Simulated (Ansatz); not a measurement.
## SiNH2Cl (SMILES N[Si]Cl): methods side by side

SiNH2Cl has 5 atoms, charge 0, and is taken as a singlet. SMILES: `N[Si]Cl`. The coordinates come from a PBE0-D4/def2-TZVP relaxation. This is one conformer, not always the lowest.

```csv
atom,x (Å),y (Å),z (Å)
N,-0.1482,0.5834,-0.2339
Si,-0.1162,-0.3418,1.1926
Cl,0.6490,-2.1245,0.3773
H,-0.4733,1.5386,-0.2274
H,0.1386,0.2706,-1.1500
```

Quantity: the energy change with the N1–H4 bond stretched from 1.009 to 2.018 Å, in eV. The values are calculated.

| level | kind | program | value (eV) | less FCI/STO-3G | CPU time (all runs) |
| --- | --- | --- | --- | --- | --- |
| HF/STO-3G (restricted) | Hartree–Fock | Ansatz | 7.69 | +2.91 | 0.39 s |
| BLYP/STO-3G (restricted) | GGA | Ansatz | 4.96 | +0.18 | 3.3 s |
| r2SCAN/STO-3G (restricted) | meta-GGA | Ansatz | 5.60 | +0.82 | 7.3 s |
| r2SCAN0/STO-3G (restricted) | hybrid meta-GGA | Ansatz | 6.22 | +1.44 | 6.8 s |
| wB97X/STO-3G (restricted) | range-separated hybrid | Ansatz | 6.27 | +1.49 | 14 s |
| RPA@PBE/STO-3G (restricted) | RPA | Ansatz | 5.12 | +0.34 | 5 s |
| BCCD(T)/STO-3G (restricted) | coupled cluster or CI | Ansatz | 4.79 | +0.01 | 0.63 s |
| CCSD(T)/STO-3G (restricted) | coupled cluster or CI | Ansatz | 4.79 | +0.01 | 0.6 s |
| CCSDTQ/STO-3G (restricted) | coupled cluster or CI | Ansatz | 4.78 | 0.00 | 22 s |
| FCI/STO-3G | exact in the basis | Ansatz | 4.78 | 0.00 | 53 s |

FCI/STO-3G is exact within its basis and frozen core, so for wave-function methods in that basis the difference is their error; functionals converge differently with the basis, so for them it is only a difference. Spin-restricted single references rise too steeply as a bond breaks, Hartree–Fock most of all. The first shape isn't each level's own minimum. The values span 4.78 to 7.69 eV. All rows use very small basis sets, so even the best lies far from the true value. CPU times are rough (shared hosts, several kinds of processor): they show what a rung costs within a factor of a few.
